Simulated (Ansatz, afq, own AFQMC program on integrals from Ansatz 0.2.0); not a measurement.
## CHO, doublet: AFQMC among the cluster methods

```xyz
3

O     0.0000   -0.1013    0.5002
C     0.0000    0.0736   -0.7526
H     0.0000    0.7302    1.0271
```

Connectivity, by distances: OH–C.

Basis cc-pVDZ. Only valence electrons are correlated. Ansatz 0.2.0 and our own AFQMC program on the same integrals; the CISD trial comes from CCSD amplitudes, and released means the phaseless constraint is let go. Free AFQMC starts from the CCSD state and is never constrained. Its projection time is finite, and what remains of the start isn't in its error. Uncertainties: one standard error, sampling alone.

Determinant: UHF, the one that the program's search chose, which needn't be the lowest solution. The geometry is a point of a scan.

No full CI on the walks' own integrals is used here; CCSDT(Q) serves as the reference and is uncertain by about the last step of the cluster series.

The T1 diagnostic is 0.0208 and the weight of the determinant in the CISD state is 0.898. The ⟨S²⟩ of the determinant is 0.760 and the size of the correlated space is 11 electrons in 31 orbitals.

```tsv
level	correlation energy (eV)
MP2	-7.4329
CCSD	-7.9912
CCSD(T)	-8.2154
```

Problem. Estimate where free-projection AFQMC lies against CCSD(T) on the same integrals.

Solution. 60.7 ± 20.6 meV below CCSD(T).

Reference: CCSDT(Q), correlation energy -8.254 eV. The released energy is read at 2.40 1/Eh (meV from the phaseless value at times in 1/Eh: -11 ± 14 at 0.24, -24 ± 11 at 0.51, -9 ± 16 at 0.99, 0 ± 19 at 1.62, 5 ± 28 at 2.40).

| level | E − E(reference) (meV) | share of correlation (%) |
| --- | --- | --- |
| CCSD(T) | 38.9 | 99.53 |
| CCSDT | 21.1 | 99.74 |
| ph-AFQMC/HF | -66.7 ± 92.8 | 100.81 |
| ph-AFQMC/CISD | 1.7 ± 16.8 | 99.98 |
| released AFQMC | 6.5 ± 27.9 | 99.92 |
| free AFQMC | -21.8 ± 20.6 | 100.26 |

Free projections are given only where their last times agree within the noise and don't stop above the reference; a slow remainder of the start can still hide under it. A walk keeps the symmetry of its determinant, which the program's search chose and which needn't be the lowest solution, so a lower state of the same spin and another symmetry isn't excluded. Released energies are given only where the last usable release times agree within the noise; a slower fall can still hide under it.
